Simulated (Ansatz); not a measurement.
**BeH (doublet): wave-function methods side by side, STO-3G**

How much of the correlation energy of BeH (doublet) does each wave-function method recover here?

Computed with Ansatz 0.2.0, Gaussian basis. Level: STO-3G, core rule «outside noble gas», up to 1 orbitals frozen.

Plan: UHF; CCSD(T) on ROHF; CCSD(T) on UHF; BCCD(T) on ROHF; CISD; CCSDT on ROHF; CCSDT on UHF; CASSCF and MRCISD+Q, 3 electrons in 5 orbitals; CASSCF and NEVPT4(SD), 3 electrons in 5 orbitals; CASSCF and NEVPT2, 3 electrons in 5 orbitals; Full CI.

21 further runs of the same task are left out: 9 for a known fault of the program, 3 that didn't finish, 9 set aside as unsound or not needed.

**1. The geometry**

The geometry is an MP2(full)/6-31G* stationary point (not a proven minimum).

2 atoms, charge 0, spin multiplicity 2.

Atoms are counted from 1 here; the program's logs count them from 0.

Bond lengths: Be1–H2 1.348 Å.

Coordinates:

```xyz
2

Be    0.0000    0.0000    0.0000
H     0.0000    0.0000    1.3483
```

**2. UHF**

Contents of in.yaml:

```yaml
crystal:
  periodic: [false, false, false]
  atoms:
    - {symbol: Be, position_ang: [0.000000, 0.000000, 0.000000]}
    - {symbol: H, position_ang: [0.000000, 0.000000, 1.348270]}
basis:
  gaussian: {orbitals: STO-3G}
magnetization: {spin_polarized: true, initial_magnetization: 1}
hamiltonian: {xc: hf}
output: {orbitals: {seedname: orbitals}}
```

On the command line:

```sh
$ ansatz run in.yaml --threads 1 --pin off --events-out ev --progress --plain --max-ram 2393MiB
```

The runs that follow: CCSD(T) on ROHF; CCSD(T) on UHF; BCCD(T) on ROHF; CISD; CCSDT on ROHF; CCSDT on UHF; CASSCF and MRCISD+Q, 3 electrons in 5 orbitals; CASSCF and NEVPT4(SD), 3 electrons in 5 orbitals; CASSCF and NEVPT2, 3 electrons in 5 orbitals; Full CI.

Q: Predict the results of all the runs planned. Wanted: FCI below the RHF energy; RMP2 from FCI; UMP2 from FCI; RCCSD from FCI; RCCSD(T) from FCI; UCCSD(T) from FCI; NEVPT2 valence from FCI; NEVPT4(SD) valence from FCI; MRCISD+Q valence from FCI.

The runs gave:

```
                         quantity                                                                                                                                                  value
         FCI below the RHF energy                                                                                                                                             -0.6091 eV
                    RMP2 from FCI                                                                                                                                             +256.7 meV
                    UMP2 from FCI                                                                                                                                             +251.2 meV
                   RCCSD from FCI                                                                                                                                              +14.8 meV
                RCCSD(T) from FCI                                                                                                                                               +6.8 meV
                UCCSD(T) from FCI                                                                                                                                               +6.1 meV
          NEVPT2 valence from FCI                                                                                                                                               -0.5 meV
      NEVPT4(SD) valence from FCI                                                                                                                                               -0.5 meV
        MRCISD+Q valence from FCI                                                                                                                                               -0.5 meV
levels within 1 kcal/mol (43 meV)  CISD, RCCSD, UCCSD, RCCSD(T), UCCSD(T), BCCD(T), RCCSDT, UCCSDT, CASSCF valence, NEVPT2 valence, NEVPT4(SD) valence, MRCISD valence, MRCISD+Q valence
                    T1 diagnostic                                                                                                                                                  0.022
   effectively unpaired electrons                                                                                                                                                   1.01
```

What this shows: RCCSD(T) misses by +6.8 meV, 1.1 % of the correlation energy. One determinant dominates. Of the multireference levels listed NEVPT2 valence comes nearest in total energy (-0.5 meV), which doesn't show that its space is the better one. These misses are within one basis, not against nature; the frozen cores of restricted and unrestricted runs differ, which can shift their rows.
